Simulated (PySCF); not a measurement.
# Atomic charges against the basis set

Compound: C₄H₇NO.
Cartesian coordinates in Å at the PBE0-D3(BJ)/def2-SVP level; atoms count from 1:
```
atom  x, y, z in Å
C1    -1.9969   -0.9698    0.0984
N2    -0.9413   -0.3560    0.4344
C3    -0.4315    0.6591   -0.3747
C4    -1.1768    1.6376   -0.9216
O5     0.9085    0.6726   -0.5059
C6     1.6595   -0.3859    0.0374
H7    -2.5222   -0.7859   -0.8575
H8    -2.4217   -1.7191    0.7806
H9    -2.2528    1.6694   -0.7593
H10   -0.6924    2.4455   -1.4699
H11    2.7059   -0.1773   -0.2202
H12    1.3726   -1.3601   -0.3926
H13    1.5540   -0.4461    1.1317
```

PBE0 throughout (PySCF), one geometry, spherical d and f functions. Isolated species at its PBE0-D3(BJ)/def2-SVP geometry (one conformer only). The first 7 of 11 kinds of atom are listed.

Mulliken charges (e):

```json
{"basis": "STO-3G", "functions": "37", "C1": "-0.039", "N2": "-0.236", "C3": "+0.165", "C4": "-0.217", "O5": "-0.186", "C6": "-0.124", "H7": "+0.087"}
{"basis": "6-31G", "functions": "68", "C1": "-0.153", "N2": "-0.349", "C3": "+0.445", "C4": "-0.388", "O5": "-0.549", "C6": "-0.231", "H7": "+0.165"}
{"basis": "6-31G*", "functions": "98", "C1": "-0.180", "N2": "-0.344", "C3": "+0.526", "C4": "-0.498", "O5": "-0.485", "C6": "-0.275", "H7": "+0.171"}
{"basis": "def2-SVP", "functions": "119", "C1": "+0.020", "N2": "-0.216", "C3": "+0.186", "C4": "-0.136", "O5": "-0.338", "C6": "+0.123", "H7": "+0.056"}
{"basis": "6-311+G(2d,p)", "functions": "204", "C1": "-0.162", "N2": "-0.210", "C3": "+0.611", "C4": "-0.601", "O5": "-0.378", "C6": "-0.237", "H7": "+0.123"}
{"basis": "def2-TZVP", "functions": "228", "C1": "-0.129", "N2": "-0.218", "C3": "+0.282", "C4": "-0.405", "O5": "-0.231", "C6": "-0.226", "H7": "+0.119"}
```

IAO charges (e):

```csv
basis,functions,C1,N2,C3,C4,O5,C6,H7
STO-3G,37,-0.137,-0.186,+0.143,-0.344,-0.170,-0.258,+0.119
6-31G,68,-0.129,-0.243,+0.256,-0.415,-0.314,-0.243,+0.131
6-31G*,98,-0.097,-0.258,+0.295,-0.420,-0.330,-0.204,+0.122
def2-SVP,119,-0.091,-0.252,+0.292,-0.421,-0.324,-0.195,+0.119
"6-311+G(2d,p)",204,-0.100,-0.262,+0.302,-0.441,-0.340,-0.213,+0.126
def2-TZVP,228,-0.099,-0.261,+0.305,-0.443,-0.340,-0.210,+0.126
```

Hirshfeld charges (e):

```
        basis  functions      C1      N2      C3      C4      O5      C6      H7
       STO-3G         37  +0.041  -0.162  +0.110  -0.126  -0.103  +0.049  +0.028
        6-31G         68  +0.023  -0.144  +0.106  -0.156  -0.134  -0.019  +0.047
       6-31G*         98  +0.026  -0.139  +0.105  -0.161  -0.120  -0.021  +0.047
     def2-SVP        119  +0.025  -0.123  +0.108  -0.169  -0.105  -0.039  +0.046
6-311+G(2d,p)        204  +0.026  -0.136  +0.098  -0.163  -0.119  -0.037  +0.052
    def2-TZVP        228  +0.024  -0.131  +0.103  -0.167  -0.114  -0.042  +0.051
```

Task: Which scheme is steadiest as the basis changes?

Result: Largest range over the bases for any column: Hirshfeld 0.09 e, IAO 0.17 e, Mulliken 0.46 e. Hirshfeld charges move least and Mulliken charges most, counted in e. Without the minimal STO-3G basis the ranges are Hirshfeld 0.03, IAO 0.05, Mulliken 0.46 e.

Task: How much do the charges still move between the two largest bases, 6-311+G(2d,p) and def2-TZVP?

Result: At most, over all atoms: Mulliken 0.329 e, IAO 0.003 e, Hirshfeld 0.006 e.

Task: What do the same runs give for the total energy, the frontier levels and the dipole moment?

Result: 
```tsv
basis	energy (Eh)	HOMO (eV)	LUMO (eV)	μ (D)
STO-3G	-282.5719	-3.70	1.79	1.40
6-31G	-286.1150	-6.03	-1.04	2.06
6-31G*	-286.2068	-5.95	-0.88	1.84
def2-SVP	-286.0039	-6.13	-1.12	1.89
6-311+G(2d,p)	-286.2974	-6.25	-1.36	1.89
def2-TZVP	-286.3220	-6.22	-1.28	1.85
```

The dipole is fixed by the density alone, so its range of 0.66 D shows that the density itself changes with the basis, not only its division among atoms.
